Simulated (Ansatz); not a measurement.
System: 1T (CdI2-type) TiTe2. Method: PBE-D3(BJ) (PAW; Ansatz, a first-principles code).

Settings: plane-wave cutoff 500 eV, 12×12×6 k mesh (along the axes of the cell as run), Fermi–Dirac smearing 0.05 eV, scalar-relativistic PAW data made under PBE.

Computed at the level's own relaxed cell.

### Question
Give the computed equilibrium volume per atom, lattice constant a and lattice parameter c.

### Answer

* **equilibrium volume per atom**: 25.19 Å³/atom
* **lattice constant a**: 3.699 Å
* **lattice parameter c**: 6.378 Å

Note: the volume lies 6 % below that of the published cell.

Spin–orbit coupling is not included.

Static lattice: no zero-point or thermal effects.

Cost on a shared machine: around 2.5 core-minutes (rough).
